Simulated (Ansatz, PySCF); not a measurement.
System: C2H6S, charge 0, singlet. C2H6S (ethanethiol, SMILES CCS).
B3LYP-D3(BJ)/def2-TZVP minimum from Ansatz (a program for electronic structure):
```
C
H 1 1.0895
H 1 1.0895 2 108.66
C 1 1.5216 2 110.62 3 -121.62
H 4 1.0912 1 111.13 2 -59.55
H 4 1.0912 5 108.12 1 122.21
H 4 1.0914 5 108.11 6 116.82
S 1 1.8346 2 108.91 3 118.50
H 8 1.3430 1 97.16 2 -59.17
```
Charge 0, spin multiplicity 1.

Total energies in hartree (Ansatz). UHF or UKS for unpaired electrons; spin-orbit terms are left out. Cores are frozen in correlated methods. No relativity. For partners of very few electrons the exact lower level stands in for a higher one.

```csv
species,HF/cc-pV(T+d)Z,CCSD(T)/cc-pV(T+d)Z,HF/cc-pV(Q+d)Z,CCSD(T)/cc-pV(Q+d)Z,CCSD(T)/cc-pV(D+d)Z,CCSDT(Q)/cc-pV(D+d)Z
1: C2H6S (SMILES CCS),-476.80680,-477.41208,-476.81570,-477.45475,-477.26037,-477.26211
2: C (triplet),-37.69157,-37.78076,-37.69331,-37.78654,-37.76038,-37.76071
3: S (triplet),-397.50938,-397.65444,-397.51264,-397.66785,-397.60412,-397.60456
4: H (doublet),-0.49981,-0.49981,-0.49995,-0.49995,-0.49928,-0.49928
```

Q: Work out the enthalpy of formation at 298 K (by atomisation, with ideal-gas terms from PySCF's Hessian at B3LYP-D3(BJ)/def2-TZVP and the atoms' measured values of the G2/97 table; no spin-orbit terms) in kcal/mol: take Hartree-Fock from cc-pV(Q+d)Z, extrapolate the CCSD(T) correlation energy as X^-3 (X = 3, 4), and add CCSDT(Q) - CCSD(T) in cc-pV(D+d)Z. The further terms named in the bracket sum to +1.20825 hartree. 1 hartree = 627.51 kcal/mol.

A: 
Species 1: correlation (64·(-0.63905) - 27·(-0.60528))/37 = -0.66369; step -0.00174; E1 = -476.81570 + (-0.66369) + (-0.00174) = -477.48113
Species 2: correlation (64·(-0.09323) - 27·(-0.08919))/37 = -0.09618; step -0.00033; E2 = -37.69331 + (-0.09618) + (-0.00033) = -37.78982
Species 3: correlation (64·(-0.15521) - 27·(-0.14506))/37 = -0.16262; step -0.00044; E3 = -397.51264 + (-0.16262) + (-0.00044) = -397.67570
Species 4: correlation (64·(0.00000) - 27·(0.00000))/37 = 0.00000; step +0.00000; E4 = -0.49995 + (0.00000) + (+0.00000) = -0.49995
+1·E1 -2·E2 -1·E3 -6·E4 +1.20825 = -0.01784 hartree = -11.2 kcal/mol. Measured: -11.1 kcal/mol, -46.4 kJ/mol (G2/97 table in ASE (Curtiss et al.)); atomic spin-orbit terms, which the calculations lack, would raise the computed values. The composite differs from it by -0.1 kcal/mol; core, relativistic and spin-orbit terms are not in it.
